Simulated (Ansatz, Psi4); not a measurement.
# NOF (SMILES O=NF): from total energies to a heat of formation

NOF: 3 atoms, total charge 0, spin state singlet. As SMILES, `O=NF`. The coordinates come from a PBE0-D4/def2-TZVP relaxation.

```xyz
3

O     0.8683    0.2430    0.5047
N     0.1489   -0.4825    0.0299
F    -1.0173    0.2396   -0.5346
```

Total energies at B3LYP/6-31G* (Cartesian functions) (Psi4 1.11); the atoms run unrestricted:

| species | state | energy (Eh) |
| --- | --- | --- |
| NOF | singlet | -229.701428 |
| O | triplet | -75.060621 |
| N | quartet | -54.584490 |
| F | doublet | -99.715535 |

Harmonic wavenumbers at PBE0-D4/def2-TZVP, in cm⁻¹: 560, 824, 1969.

Measured heats of formation of the gaseous atoms at 298.15 K, in kJ/mol: O 249.2, N 472.4, F 79.4. Spin-orbit lowering of the atoms at 298 K (mean of the ground term's levels less their thermal mean, from spectra), in kJ/mol: O 0.40, F 1.29. Take 1 Eh = 2625.50 kJ/mol, 1 cm⁻¹ = 0.0119627 kJ/mol, RT = 2.479 kJ/mol.

What heat of formation follows?


1. Electronic atomisation energy: (-75.060621) + (-54.584490) + (-99.715535) − (-229.701428) = 0.340782 Eh = 894.7 kJ/mol.
2. Zero-point energy: half the sum of the wavenumbers, 1676.5 cm⁻¹ = 20.1 kJ/mol.
3. Thermal vibrational enthalpy, Σ hcν̃/(exp(hcν̃/kT) − 1): 0.7 kJ/mol. Translation, rotation and pV of a non-linear molecule: 4 RT = 9.9 kJ/mol.
4. The 3 free atoms carry 5/2 RT each: 18.6 kJ/mol.
5. Spin-orbit coupling lowers the free atoms by 0.40 + 1.29 = 1.7 kJ/mol.
6. Atomisation enthalpy at 298 K: 894.7 − 1.7 − 20.1 − 0.7 − 9.9 + 18.6 = 880.9 kJ/mol.
7. Sum of the atoms' heats of formation: 801.0 kJ/mol. Heat of formation: 801.0 − 880.9 = -79.9 kJ/mol.

The tabulated value is -65.7 kJ/mol (NIST-JANAF tables; in doubt, as an older value, an estimate or one at odds with other calculations), so this level is off by -14.2 kJ/mol, or 1.6 % of the atomisation enthalpy that the table implies (866.7 kJ/mol). Anharmonicity and any spin-orbit splitting of the molecule are left out.
